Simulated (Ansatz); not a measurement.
hcp Hf, treated with r²SCAN-D4 in Ansatz (PAW).

Numerical settings: plane-wave cutoff 560 eV, 18×18×12 k mesh (along the axes of the cell as run), Fermi–Dirac smearing 0.05 eV, scalar-relativistic PAW data made under PBE.

Cell (relaxed at this level):

```cif
data_Hf2
_chemical_formula_sum 'Hf2'
_space_group_name_H-M_alt 'P 1'
_space_group_IT_number 1
_cell_length_a 3.19468
_cell_length_b 3.19468
_cell_length_c 5.03749
_cell_angle_alpha 90.000
_cell_angle_beta 90.000
_cell_angle_gamma 120.000
loop_
_space_group_symop_operation_xyz
  'x, y, z'
loop_
_atom_site_label
_atom_site_type_symbol
_atom_site_fract_x
_atom_site_fract_y
_atom_site_fract_z
_atom_site_occupancy
Hf1 Hf 0.33333 0.66667 0.25000 1
Hf2 Hf 0.66667 0.33333 0.75000 1
```

### Question
Estimate the bulk modulus B0 and pressure derivative B′ of the bulk modulus that the calculation returns.

### Answer

- bulk modulus B0: 111 GPa
- pressure derivative B′ of the bulk modulus: 3.3

The run finds no gap.

Measured, for comparison: bulk modulus 110 GPa (zero-point energy and finite temperature contributions removed; as tabulated in doi:10.1021/acs.jctc.3c00612). Computed (rounded) less measured: bulk modulus +0.9 %.

Note: the bulk modulus comes from volumes at which shape and atoms were relaxed.

Spin–orbit coupling is not included.

It cost roughly 8 core-minutes of CPU time.

Ansatz is an electronic-structure program.
